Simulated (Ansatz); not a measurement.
# C3H2F with multiplicity 2: molecular dynamics

The plan is to follow the molecule's vibrations and see whether its bonds hold. The start is relaxed first. Runs: 300 steps of 0.5 fs under a Langevin thermostat at 700 K. SMILES of the start: [CH]=C=CF.

All numbers below are computed with Ansatz 0.2.0 (UKS B3LYP-D4/STO-3G).

## 1. Starting point

Bond lengths: C1–C2 1.217 Å, C2–C3 1.357 Å, C3–F4 1.343 Å, C1–H5 1.048 Å, C3–H6 1.077 Å. Angles: C1–C2–C3 178.9°, C2–C1–H5 178.4°, C2–C3–F4 120.8°, C2–C3–H6 125.2°, F4–C3–H6 114.0°.

Structure file:

```xyz
6

C    -0.5437    1.1718   -0.8264
C    -0.0829    0.2709   -0.1495
C     0.4096   -0.7486    0.5980
F    -0.0524   -2.0000    0.4450
H    -0.9146    1.9618   -1.4073
H     1.1841   -0.6558    1.3402
```

## 2. Preparing the start

The input, input.yaml:

```yaml
crystal:
  periodic: [false, false, false]
  atoms:
    - { symbol: C, position_ang: [-0.54373, 1.1718, -0.82644] }
    - { symbol: C, position_ang: [-0.0829, 0.27093, -0.14955] }
    - { symbol: C, position_ang: [0.40962, -0.74864, 0.59804] }
    - { symbol: F, position_ang: [-0.05245, -2.00003, 0.44503] }
    - { symbol: H, position_ang: [-0.91458, 1.96178, -1.40726] }
    - { symbol: H, position_ang: [1.18405, -0.65583, 1.34018] }
magnetization:
  spin_polarized: true
  initial_magnetization: 1
basis:
  gaussian: { orbitals: STO-3G }
hamiltonian:
  xc: b3lyp
  dispersion: d4
relax:
  f_tol: 0.02
  max_steps: 40
```

On the command line:

```bash
$ ansatz run input.yaml --threads 1 --pin off --max-ram 2048MiB --backend cpu --events-out ev --progress --plain --runs-dir out
```

The program printed (excerpt; [...] marks lines left out):

```text
Warning: RAYON_NUM_THREADS=1 ignored (pool sized by the plan → 1); use --threads N
[...]
Functional definition: B3LYP
[...]
327 factors; integrals over basis functions are off by at most 1.1e-5 eV
[...]
mean field -5777.87981540 eV, -212.3331668283 hartree, gradient 4.3e-5 eV, S^2 0.770768; 0 other end points of the search recorded, 0 dependent functions left out
[...]
reference -5777.87996131 eV, -212.3331721905 hartree; 15, 14 occupied and 7, 8 virtual orbitals, 327 factors
relax step   1: F+E_penalty+E_count = -5778.00586105 eV  Δ(F+E_penalty+E_count) = +0.000e0 eV  max|allowed force component| = 1.574e0 eV/Å  Δτ_max = 0.0000 Å  (26 SCF iters, accepted)
[...]
relax step   6: F+E_penalty+E_count = -5778.14184183 eV  Δ(F+E_penalty+E_count) = -2.714e-3 eV  max|allowed force component| = 1.163e-1 eV/Å  Δτ_max = 0.0338 Å  (31 SCF iters, accepted)
[...]
relax step   7: F+E_penalty+E_count = -5778.14213997 eV  Δ(F+E_penalty+E_count) = -2.981e-4 eV  max|allowed force component| = 1.028e-2 eV/Å  Δτ_max = 0.0080 Å  (31 SCF iters, accepted)
327 factors; integrals over basis functions are off by at most 1.1e-5 eV
[...]
mean field -5778.01763828 eV, -212.3382317257 hartree, gradient 2.4e-5 eV, S^2 0.770100; 1 other end points of the search recorded, 0 dependent functions left out
[...]
reference -5778.01778522 eV, -212.3382371257 hartree; 15, 14 occupied and 7, 8 virtual orbitals, 327 factors
Total energy: -5778.14228691 eV, -212.3428124783 hartree
Atom 0 at    -0.541487     1.195393    -0.837198 Å, force     0.004580    -0.004989     0.003576 eV/Å
Atom 1 at    -0.099469     0.275674    -0.168139 Å, force    -0.002500    -0.002698     0.000589 eV/Å
Atom 2 at     0.414894    -0.782742     0.608733 Å, force    -0.003694    -0.004940    -0.003410 eV/Å
Atom 3 at    -0.053483    -2.059249     0.460874 Å, force    -0.003709     0.001990    -0.004145 eV/Å
Atom 4 at    -0.930134     2.011414    -1.428766 Å, force     0.000379     0.000360     0.000972 eV/Å
Atom 5 at     1.209688    -0.640479     1.364495 Å, force     0.004944     0.010277     0.002417 eV/Å
Dipole moment:     0.041068     0.062855     0.025011 e Å
```

It took 10 s on 1 thread of AMD EPYC 7R43 (Zen 3), shared host; peak memory 0.14 GiB.

Step by step:

| step | energy from step 1 (eV) | largest force component (eV/Å) |
| --- | --- | --- |
| 1 | 0.0000 | 1.5735 |
| 2 | -0.1258 | 0.7091 |
| 3x | -0.0825 | 0.9827 |
| 4 | -0.1292 | 0.6808 |
| 5 | -0.1333 | 0.1977 |
| 6 | -0.1360 | 0.1163 |
| 7 | -0.1363 | 0.0103 |

Step 1 is the start. 1 step was tried and not accepted (marked x).

After: Bond lengths: C1–C2 1.220 Å, C2–C3 1.410 Å, C3–F4 1.368 Å, C1–H5 1.080 Å, C3–H6 1.106 Å. Angles: C1–C2–C3 179.7°, C2–C1–H5 179.8°, C2–C3–F4 121.1°, C2–C3–H6 122.8°, F4–C3–H6 116.1°.

## 3. The run

300 steps of 0.5 fs under a Langevin thermostat at 700 K, from the relaxed start.

The input, input.yaml:

```yaml
crystal:
  periodic: [false, false, false]
  atoms:
    - { symbol: C, position_ang: [-0.541487, 1.195393, -0.837198] }
    - { symbol: C, position_ang: [-0.099469, 0.275674, -0.168139] }
    - { symbol: C, position_ang: [0.414894, -0.782742, 0.608733] }
    - { symbol: F, position_ang: [-0.053483, -2.059249, 0.460874] }
    - { symbol: H, position_ang: [-0.930134, 2.011414, -1.428766] }
    - { symbol: H, position_ang: [1.209688, -0.640479, 1.364495] }
magnetization:
  spin_polarized: true
  initial_magnetization: 1
basis:
  gaussian: { orbitals: STO-3G }
hamiltonian:
  xc: b3lyp
  dispersion: d4
md:
  timestep: 0.5
  n_steps: 300
  ensemble: nvt_langevin
  temperature: 700.0
  initial_velocities: maxwell_boltzmann
  seed: 587976
  friction: 0.01
```

On the command line:

```bash
$ ansatz run input.yaml --threads 1 --pin off --max-ram 2048MiB --backend cpu --events-out ev --progress --plain --runs-dir out
```

The program printed (excerpt; [...] marks lines left out):

```text
Warning: RAYON_NUM_THREADS=1 ignored (pool sized by the plan → 1); use --threads N
[...]
[... 1 set-up line as earlier in the session ...]
[...]
328 factors; integrals over basis functions are off by at most 1.1e-5 eV
[...]
mean field -5778.01763270 eV, -212.3382315206 hartree, gradient 4.3e-5 eV, S^2 0.770100; 0 other end points of the search recorded, 0 dependent functions left out
[...]
reference -5778.01777950 eV, -212.3382369157 hartree; 15, 14 occupied and 7, 8 virtual orbitals, 328 factors
md step     0: t =     0.00 fs  T =   583.3 K  F+E_penalty+E_count = -5778.14213438 eV  E_kin = 0.452410 eV  (26 SCF iters)
[...]
md step    21: t =    10.50 fs  T =   284.9 K  F+E_penalty+E_count = -5777.91364752 eV  E_kin = 0.220994 eV  (33 SCF iters, 3 dispersion substeps)
[...]
md step    42: t =    21.00 fs  T =   278.6 K  F+E_penalty+E_count = -5777.78897884 eV  E_kin = 0.216083 eV  (33 SCF iters, 3 dispersion substeps)
[...]
md step    63: t =    31.50 fs  T =   295.1 K  F+E_penalty+E_count = -5777.83678041 eV  E_kin = 0.228855 eV  (33 SCF iters, 3 dispersion substeps)
[...]
md step    84: t =    42.00 fs  T =   524.5 K  F+E_penalty+E_count = -5777.91132972 eV  E_kin = 0.406757 eV  (27 SCF iters, 3 dispersion substeps)
md step    85: t =    42.50 fs  T =   553.2 K  F+E_penalty+E_count = -5777.94076676 eV  E_kin = 0.429055 eV  (34 SCF iters, 3 dispersion substeps)
md step    86: t =    43.00 fs  T =   588.4 K  F+E_penalty+E_count = -5777.97279060 eV  E_kin = 0.456345 eV  (34 SCF iters, 3 dispersion substeps)
```

## 4. More of the same log: dynamics from the start

The log, continued (excerpt; [...] marks lines left out):

```text
md step    87: t =    43.50 fs  T =   604.5 K  F+E_penalty+E_count = -5777.98770548 eV  E_kin = 0.468816 eV  (33 SCF iters, 3 dispersion substeps)
[...]
md step   114: t =    57.00 fs  T =   440.0 K  F+E_penalty+E_count = -5777.90250652 eV  E_kin = 0.341240 eV  (34 SCF iters, 3 dispersion substeps)
[...]
md step   141: t =    70.50 fs  T =   360.4 K  F+E_penalty+E_count = -5777.88325645 eV  E_kin = 0.279541 eV  (33 SCF iters, 3 dispersion substeps)
[...]
md step   168: t =    84.00 fs  T =   527.8 K  F+E_penalty+E_count = -5777.98993502 eV  E_kin = 0.409357 eV  (34 SCF iters, 3 dispersion substeps)
[...]
md step   195: t =    97.50 fs  T =   563.4 K  F+E_penalty+E_count = -5777.84125031 eV  E_kin = 0.436925 eV  (34 SCF iters, 3 dispersion substeps)
md step   196: t =    98.00 fs  T =   583.2 K  F+E_penalty+E_count = -5777.84926598 eV  E_kin = 0.452311 eV  (34 SCF iters, 3 dispersion substeps)
```

## 5. The log goes on: dynamics from the start

Output, continued (excerpt; [...] marks lines left out):

```text
md step   197: t =    98.50 fs  T =   551.6 K  F+E_penalty+E_count = -5777.84184826 eV  E_kin = 0.427777 eV  (34 SCF iters, 3 dispersion substeps)
[...]
md step   219: t =   109.50 fs  T =   597.3 K  F+E_penalty+E_count = -5777.81132309 eV  E_kin = 0.463236 eV  (34 SCF iters, 3 dispersion substeps)
[...]
md step   241: t =   120.50 fs  T =   540.6 K  F+E_penalty+E_count = -5777.71683573 eV  E_kin = 0.419256 eV  (33 SCF iters, 3 dispersion substeps)
[...]
md step   263: t =   131.50 fs  T =   754.7 K  F+E_penalty+E_count = -5777.86770760 eV  E_kin = 0.585338 eV  (34 SCF iters, 3 dispersion substeps)
[...]
md step   298: t =   149.00 fs  T =   767.2 K  F+E_penalty+E_count = -5777.97724397 eV  E_kin = 0.595026 eV  (34 SCF iters, 3 dispersion substeps)
md step   299: t =   149.50 fs  T =   687.3 K  F+E_penalty+E_count = -5777.97008761 eV  E_kin = 0.533010 eV  (34 SCF iters, 3 dispersion substeps)
[...]
md step   300: t =   150.00 fs  T =   672.3 K  F+E_penalty+E_count = -5777.94417084 eV  E_kin = 0.521425 eV  (27 SCF iters, 3 dispersion substeps)
Total energy: -5777.94431797 eV, -212.3355372540 hartree
Atom 0 at    -0.703102     1.265987    -0.181064 Å, force    -1.103943     2.983098    -0.722708 eV/Å
Atom 1 at    -0.116299     0.210445    -0.173163 Å, force     0.003676    -2.751613     0.586421 eV/Å
Atom 2 at     0.253066    -1.180554    -0.141937 Å, force    -0.445435     0.318227     0.977690 eV/Å
Atom 3 at    -0.171185    -2.079184     0.839958 Å, force     0.318659     1.215708    -0.953637 eV/Å
Atom 4 at    -1.191846     2.252974    -0.376921 Å, force     0.676377    -1.296351     0.504380 eV/Å
Atom 5 at     1.049847    -1.530435    -0.794350 Å, force     0.550666    -0.469070    -0.392145 eV/Å
Dipole moment:     0.023152     0.049818    -0.068115 e Å
```

Run time: 6.2 min. Hardware: 1 thread of AMD EPYC 7R43 (Zen 3), shared host; peak memory 0.13 GiB.

## 6. Frames and traces

One step in 12; energies are changes from step 0:

| time (fs) | T (K) | potential energy change (meV/atom) |
| --- | --- | --- |
| 0.0 | 583 | 0.0 |
| 6.0 | 345 | 29.8 |
| 12.0 | 257 | 44.0 |
| 18.0 | 317 | 45.7 |
| 24.0 | 407 | 41.8 |
| 30.0 | 356 | 45.0 |
| 36.0 | 367 | 43.9 |
| 42.0 | 524 | 38.5 |
| 48.0 | 539 | 37.5 |
| 54.0 | 436 | 38.4 |
| 60.0 | 433 | 38.9 |
| 66.0 | 310 | 52.5 |
| 72.0 | 375 | 47.8 |
| 78.0 | 405 | 32.0 |
| 84.0 | 528 | 25.4 |
| 90.0 | 407 | 48.5 |
| 96.0 | 436 | 62.6 |
| 102.0 | 701 | 32.2 |
| 108.0 | 741 | 35.0 |
| 114.0 | 584 | 63.9 |
| 120.0 | 595 | 72.3 |
| 126.0 | 649 | 59.1 |
| 132.0 | 679 | 49.4 |
| 138.0 | 558 | 54.3 |
| 144.0 | 557 | 54.0 |
| 150.0 | 672 | 33.0 |

time (fs), T (K) and a bar:
```
      0.0        583 #################
      6.5        333 ######
     13.0        347 #######
     19.5        308 #####
     26.0        194 
     32.5        316 #####
     39.0        610 ##################
     45.5        556 ################
     52.0        397 #########
     58.5        365 #######
     65.0        360 #######
     71.5        373 ########
     78.5        409 #########
     85.0        533 ###############
     91.5        469 ############
     98.0        583 #################
    104.5        463 ############
    111.0        749 ########################
    117.5        881 ##############################
    124.0        506 ##############
    130.5        760 #########################
    137.0        557 ################
    143.5        537 ###############
    150.0        672 #####################
```

Maxima of the velocity power spectrum (cm⁻¹, relative height; resolution about 440 cm⁻¹): 440 (61), 3450 (26).

## 7. Frames from the trajectory

Extended XYZ, with forces in eV/Å:

```xyz
6
time_fs=19.0 T=321 dE=0.2795
C    -0.607    1.182   -0.766    0.820   -1.111    0.611
C     0.054    0.225   -0.293   -2.284    2.828   -0.670
C     0.488   -0.807    0.528    0.362   -0.776    0.406
F    -0.100   -2.042    0.471   -0.057   -0.186   -0.203
H    -1.283    2.035   -1.014    0.976   -1.035    0.070
H     1.220   -0.715    1.354    0.182    0.279   -0.213
6
time_fs=37.5 T=466 dE=0.2012
C    -0.642    1.203   -0.711    0.325    0.069   -0.040
C     0.061    0.291   -0.266   -1.468    0.807   -0.187
C     0.535   -0.821    0.437    2.662   -1.250    0.974
F    -0.136   -2.025    0.463   -0.076    0.538   -0.159
H    -1.227    2.051   -1.099    0.526   -0.644    0.199
H     1.628   -0.924    0.852   -1.970    0.479   -0.787
6
time_fs=56.0 T=456 dE=0.2310
C    -0.657    1.261   -0.695    0.203    0.658   -0.052
C    -0.161    0.321   -0.114    1.301   -0.713   -0.067
C     0.562   -0.833    0.330    0.237    0.477   -0.144
F    -0.202   -1.957    0.448    0.409   -0.669    0.292
H    -0.891    2.174   -1.208   -0.539    0.206   -0.078
H     1.709   -0.911    0.351   -1.611    0.041    0.049
6
time_fs=75.0 T=341 dE=0.2461
C    -0.603    1.386   -0.614   -1.203    0.860   -0.128
C    -0.200    0.400   -0.040    1.179   -2.101   -0.162
C     0.457   -0.867    0.181    0.718    1.949   -0.019
F    -0.257   -1.977    0.459   -0.144   -0.705    0.245
H    -1.218    2.174   -1.009    0.211    0.492   -0.084
H     1.583   -0.870    0.221   -0.762   -0.495    0.148
6
time_fs=94.0 T=509 dE=0.3138
C    -0.683    1.469   -0.421    0.037    0.853   -0.605
C    -0.111    0.404   -0.176   -2.056    0.577   -0.095
C     0.359   -0.871    0.099    3.039   -1.863    0.629
F    -0.306   -2.033    0.532    0.327    1.950   -0.647
H    -1.107    2.419   -0.835    0.562   -1.275    0.676
H     1.521   -0.973    0.099   -1.910   -0.242    0.042
6
time_fs=112.5 T=777 dE=0.2396
C    -0.662    1.457   -0.238    0.421   -2.378   -0.274
C    -0.260    0.263   -0.241   -0.148    3.197    0.225
C     0.406   -0.946    0.032    0.040   -2.002    0.180
F    -0.315   -1.987    0.624    0.434    0.847   -0.358
H    -1.153    2.430   -0.417    0.387   -0.763    0.088
H     1.430   -1.327   -0.316   -1.135    1.100    0.138
6
time_fs=131.0 T=750 dE=0.2757
C    -0.661    1.332   -0.211    0.451   -0.970    0.284
C    -0.260    0.152   -0.154   -0.340    4.018   -0.600
C     0.359   -1.055   -0.084   -1.299   -1.550    1.314
F    -0.232   -1.978    0.737   -0.044   -0.683    0.293
H    -0.788    2.405    0.006   -0.129   -0.770   -0.244
H     1.237   -1.429   -0.564    1.361   -0.044   -1.048
6
time_fs=150.0 T=672 dE=0.1980
C    -0.703    1.266   -0.181   -1.104    2.983   -0.723
C    -0.116    0.210   -0.173    0.004   -2.752    0.586
C     0.253   -1.181   -0.142   -0.445    0.318    0.978
F    -0.171   -2.079    0.840    0.319    1.216   -0.954
H    -1.192    2.253   -0.377    0.676   -1.296    0.504
H     1.050   -1.530   -0.794    0.551   -0.469   -0.392
```

## 8. Outcome

| quantity | value |
| --- | --- |
| relaxation of the start | 5 moves, 0.136 eV lower |
| length | 300 steps of 0.5 fs |
| temperature, first and last step | 583 and 672 K |
| temperature, second half | mean 581 K, from 341 to 916 K |
| potential energy, second half | +48 meV/atom from the start |
| bonds formed or broken | 0 |

Against a set 700 K the second half averages 581 K with a spread of 129 K; 48 meV/atom has gone into potential energy, and a thermostat that acts over some 100 fs has not made it up in 150 fs. The bonding pattern survives the run. 150 fs on 6 atoms is far too short and small for converged averages. The nuclei move classically, without zero-point motion, which matters most for hydrogen. The basis is very small, so the numbers are rough.
